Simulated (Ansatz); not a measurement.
**HGeC, quartet: vertical spin and charge gaps**

Geometry (PBE0/def2-TZVP stationary point for this spin, not checked as a minimum):

| atom | x (Å) | y (Å) | z (Å) |
| --- | --- | --- | --- |
| Ge | 0.0000 | -0.0306 | 0.2699 |
| C | 0.0000 | 0.0546 | -1.6749 |
| H | 0.0000 | 1.5546 | 0.5098 |

Basis cc-pVDZ; Ansatz 0.2.0. Only valence electrons are correlated (noble-gas cores and the filled d shells of p-block atoms frozen). R marks a restricted (for open shells ROHF) determinant, U an unrestricted one. Active spaces: valence = (9e, 9o) chosen from the atoms' valence shells. No spin–orbit coupling is included, and no scalar relativity.

Gaps are energies of the second state less the first, at fixed atoms, for a selection of the levels run; each method lands on the state that its own search finds for that charge and spin.

HF rows are the lowest solutions found. Coupled cluster chose its determinant by trial CCSD, here up to 0.72 eV above the lowest Hartree–Fock solution of its kind, and MP2 stands on that determinant too.

Problem. PBE gives 8.404 eV for removing an electron, to the triplet. Estimate what UCCSDTQ gives in cc-pVDZ.

Solution. UCCSDTQ in cc-pVDZ gives 8.298 eV, so against it PBE is off by 0.106 eV.

Large singles or doubles amplitudes warn of static correlation in the HGeC⁺ triplet.

```
                   level  gap (eV)  error (meV)
                    UMP2     8.588          290
                   UCCSD     8.431          133
                UCCSD(T)     8.334           36
                BCCD(T)*     8.349           51
                  UCCSDT     8.309           11
               UCCSDT(Q)     8.294           -4
  CASSCF (valence space)     7.530         -768
  NEVPT2 (valence space)     8.106         -192
  MRCISD (valence space)     8.206          -92
MRCISD+Q (valence space)     8.281          -17
                    PBE0     8.639          341
                   B3LYP     8.559          261
                 wB97M-V     8.609          311
                  B2PLYP     8.482          184
                 RPA-PBE     8.327           29
```

An asterisk marks runs whose energy the program itself flagged as in doubt.

Doublet less quartet: -0.146 eV at UCCSDTQ.

Large singles or doubles amplitudes warn of static correlation in the HGeC doublet.

```json
{"level": "BCCD(T)*", "gap (eV)": "-0.079", "error (meV)": "67"}
{"level": "CASSCF (valence space)", "gap (eV)": "-0.245", "error (meV)": "-99"}
{"level": "NEVPT2 (valence space)", "gap (eV)": "-0.196", "error (meV)": "-50"}
{"level": "MRCISD (valence space)", "gap (eV)": "-0.175", "error (meV)": "-29"}
{"level": "MRCISD+Q (valence space)", "gap (eV)": "-0.168", "error (meV)": "-22"}
```

Problem. PBE gives 9.986 eV for removing an electron, to the quintet. Estimate what UCCSDTQ gives in cc-pVDZ.

Solution. UCCSDTQ in cc-pVDZ gives 9.720 eV, so against it PBE is off by 0.266 eV.

```
                   level  gap (eV)  error (meV)
                    UMP2     9.517         -203
                UCCSD(T)     9.708          -12
                 BCCD(T)     9.718           -2
                  UCCSDT     9.717           -3
  CASSCF (valence space)     8.839         -881
  NEVPT2 (valence space)     9.550         -170
  MRCISD (valence space)     9.649          -71
MRCISD+Q (valence space)     9.736           16
                 wB97M-V    10.009          289
                  B2PLYP     9.885          165
```

Sextet less quartet: 2.724 eV at UCCSDTQ.

```tsv
level	gap (eV)	error (meV)
UHF	1.766	-958
UMP2	2.421	-303
UCCSD	2.633	-91
UCCSD(T)	2.695	-29
BCCD(T)	2.712	-12
UCCSDT	2.718	-6
UCCSDT(Q)	2.725	1
CASSCF (valence space)	2.443	-281
NEVPT2 (valence space)	2.717	-7
MRCISD (valence space)	2.731	7
MRCISD+Q (valence space)	2.763	39
PBE	3.101	377
r2SCAN	2.723	-1
PBE0	2.833	109
B3LYP	3.195	471
wB97M-V	3.053	329
B2PLYP	2.977	253
RPA-PBE	2.979	255
```

In so small a basis the reference is far from its limit while semilocal and hybrid functionals are nearer theirs (RPA and double hybrids share much of the reference's basis error), so the functionals' errors here hold much of the reference's basis and frozen-core error, which can add to them or hide them.

Full CI isn't at hand for all of this; UCCSDTQ serves as the reference, and is uncertain by about the last step of the cluster series. The frozen core follows each run's orbitals, which can shift R against U totals by a few meV for light atoms and by up to 0.1 eV past Ca.
